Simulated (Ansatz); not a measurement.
```yaml
crystal:
  periodic: [false, false, false]
  atoms:
    - {symbol: B, position_ang: [0.000000, 0.000000, 0.000000]}
    - {symbol: S, position_ang: [0.000000, 0.000000, 1.757700]}
basis:
  gaussian: {orbitals: def2-TZVP}
magnetization: {spin_polarized: true, initial_magnetization: 1}
hamiltonian: {xc: pbe0}
relax: {f_tol: 0.004, max_steps: 80}
```

```sh
$ ansatz run in.yaml --threads 1 --pin off --events-out ev --progress --plain --max-ram 2176MiB
```

Steps of the relaxation (energy above the last step; positions in Å, forces in eV/Å):

```
2
step 1, 384.4 meV
B     0.000    0.000    0.000    0.000    0.000    4.496
S     0.000    0.000    1.758    0.000    0.000   -4.496
```

```
2
step 2, 74.5 meV
B     0.000    0.000    0.044    0.000    0.000    2.303
S     0.000    0.000    1.713    0.000    0.000   -2.303
```

```
2
step 3, 7.9 meV
B     0.000    0.000    0.084    0.000    0.000   -0.862
S     0.000    0.000    1.673    0.000    0.000    0.862
```

```
2
step 4, 0.0 meV
B     0.000    0.000    0.076    0.000    0.000   -0.058
S     0.000    0.000    1.682    0.000    0.000    0.058
```

```
2
step 5, 0.0 meV
B     0.000    0.000    0.075    0.000    0.000   -0.001
S     0.000    0.000    1.683    0.000    0.000    0.001
```

Close pairs at the end: B1–S2 1.608 Å.

A stationary point of unrestricted PBE0 after 5 steps, with ⟨S²⟩ = 0.769 against 0.75 for a pure state. 3.7 s on 1 thread of Intel Xeon 6975P-C, shared host.
